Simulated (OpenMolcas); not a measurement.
## Worked example: ideal-gas entropy of CH2S (methanethial)

A singlet with charge 0, relaxed at HF/pcseg-2 (OpenMolcas 26.06):

```xyz
4

C    -0.0974   -0.0340   -0.0407
S     1.2990    0.4533    0.5432
H    -0.9621   -0.1759    0.5847
H    -0.2394   -0.2434   -1.0872
```

Harmonic wavenumbers in cm⁻¹: 1078, 1156, 1175, 1626, 3243, 3328.

Masses in u: C 12.011, S 32.06, H 1.008. Take T = 298.15 K, p = 1 bar, R = 8.3145 J/(mol K), kT/hc = 207.22 cm⁻¹, rigid rotor and harmonic oscillator.

Task: Compute the standard molar entropy.

Result: 
1. Translation (Sackur–Tetrode): S = R[3/2 ln M + 5/2 ln T − 1.1517] with M = 46.087 gives 156.6 J/(mol K).
2. Rotation: principal moments 1.674, 27.861, 29.535 u Å² give A, B, C = 10.0682, 0.6051, 0.5708 cm⁻¹; the symmetry number is σ = 2; q = (√π/σ)√((kT/hc)³/ABC) = 1418; S = R(ln q + 3/2) = 72.8.
3. Vibration: with u = ν̃/207.22, each mode gives R[u/(eᵘ − 1) − ln(1 − e⁻ᵘ)]; the sum is 0.7, most from 1078 cm⁻¹ (0.3), 1156 cm⁻¹ (0.2), 1175 cm⁻¹ (0.2).
4. Electronic: R ln 1 = 0.0, from the spin multiplicity alone.
5. Sum: 156.6 + 72.8 + 0.7 + 0.0 = 230.1 J/(mol K).

No measured value is set beside it here.
